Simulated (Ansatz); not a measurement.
Reaction (homolysis of the C–F bond): `FC(F)(F)Cl` → `F[C](F)Cl`• + F•

Computed with Ansatz on PBE0-D4/def2-TZVP structures; ΔE is electronic, products minus reactants. CBS: MP2 limit from def2 TZ/QZ plus the TZ coupled-cluster correction, frozen cores. This one scheme is used for every species, atoms too. DFT in def2-TZVPP. B3LYP here is the variant with VWN-RPA as its local correlation; programs differ in this. HSE06 is defined as in plane-wave codes. No spin–orbit coupling; open shells (•) take unrestricted orbitals. Spin–orbit coupling would lower the free atoms: a little for F.

`FC(F)(F)Cl`:

Z-matrix (Å, degrees):
```
C
F 1 1.322
F 1 1.322 2 108.7
Cl 1 1.756 2 110.2 3 -120.9
F 1 1.322 2 108.7 3 118.2
```

`F[C](F)Cl`•:

Cartesian coordinates in Å:
```
F 0.989 -0.862 0.033
C -0.036 -0.104 -0.287
F 0.367 1.108 -0.601
Cl -1.321 -0.142 0.855
```

(1) What is ΔE at CCSD(T)/CBS? (Best estimate.)

(2) What do these levels give: BLYP-D4, PBE0-D4, B3LYP-D4, HSE06-D4, BHLYP-D4, CAM-B3LYP, MP2/def2-SVP, HF/def2-TZVPP, CCSD/def2-TZVPP, SCS-MP2/def2-QZVPP, HF/CBS(def2), MP2/CBS(def2)? (Best estimate.)

Largest T1 diagnostic among the species: 0.015.

Answers

(1) Computed: +525.7 kJ/mol.

(2) Ansatz gave: BLYP-D4 502.6, PBE0-D4 507.2, B3LYP-D4 499.5, HSE06-D4 507.8, BHLYP-D4 474.2, CAM-B3LYP 511.9, MP2/def2-SVP 535.1, HF/def2-TZVPP 343.6, CCSD/def2-TZVPP 499.4, SCS-MP2/def2-QZVPP 535.9, HF/CBS(def2) 343.5, MP2/CBS(def2) 557.4 kJ/mol.

The D4 term adds +4.4 kJ/mol with B3LYP and +2.2 kJ/mol with PBE0; it sums over pairs of atoms, weighted by their polarisabilities, and B3LYP, whose exchange is more repulsive, gets the larger term. At CCSD(T), def2-SVP lies −19.4 kJ/mol from the extrapolated value and def2-TZVPP −14.3 kJ/mol: correlation converges slowly with the basis, and small sets miss more of it in the bonded molecule than in its fragments. Leaving LDA and LC-ωPBE aside and taking each functional with its dispersion term where it has one, the values, not all of them listed here, spread over 53.1 kJ/mol, from BHLYP-D4 to ωB97M-V. LDA lies +107.4 kJ/mol from PBE without D4, its usual overbinding.
